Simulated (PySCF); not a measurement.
# A search over the determinants of LiP

Unrestricted PBE0; basis Li def2-TZVP, P def2-TZVP; no relativity; PySCF 2.14. Outer shells of the fragments: Li 2s1; P 3s2 3p3.

Followed along the bond (rough minima from three points):

```
2Ms+1  unpaired  ⟨S²⟩ at the start  R at minimum (Å)  Te (eV)
    3      π ↑↑               2.01              2.33     0.00
    1      π ↑↓               1.01              2.32     0.30
    3  σ ↑, π ↑               2.01              2.19     0.66
    1  σ ↓, π ↑               1.01              2.21     0.98
    1      none               0.00              2.31     1.39
```

Solutions found at the starting distance of 2.350 Å, counted from the lowest of them; the search is not exhaustive and high or unbound solutions are not listed, so other states can lie among these:

```csv
2Ms+1,unpaired,term,E (eV),⟨S²⟩,⟨Lz²⟩,μ (D)
3,π ↑↑,³Σ⁻,0.00,2.01,0.00,-6.84
1,π ↑↓,mixed,0.30,1.01,2.03,-6.82
3,"σ ↑, π ↑",³Π,0.72,2.01,1.02,-6.82
1,"σ ↓, π ↑",mixed,1.03,1.01,1.02,-6.84
1,none,mixed,1.40,0.00,2.01,-6.62
5,"σ ↑↑, π ↑↑",⁵Σ⁻,2.26,6.00,0.00,4.34
3,"σ ↑↑, π ↑↓",mixed,2.95,3.02,2.03,4.43
1,"σ ↓↓, π ↑↑",mixed,2.96,2.02,0.00,4.55
5,"σ ↑, π ↑↑↑",⁵Π,3.59,6.00,1.00,1.31
3,"σ ↑, π ↑",³Π,3.63,2.01,1.01,4.36
1,"σ ↓, π ↑",mixed,3.66,1.01,1.01,4.52
3,σ ↑↑,mixed,4.19,2.01,2.01,4.43
3,"σ ↑, π ↑↑↓",mixed,4.26,3.02,3.03,1.30
```

A term symbol is given only where ⟨S²⟩ and ⟨Lz²⟩ are close to those of a pure state; real π, δ and φ orbitals otherwise mix terms. A positive dipole means Li(−)P(+).

Counting both spins, an empty level lies below a filled one in some of these solutions, because spin and occupation are held.
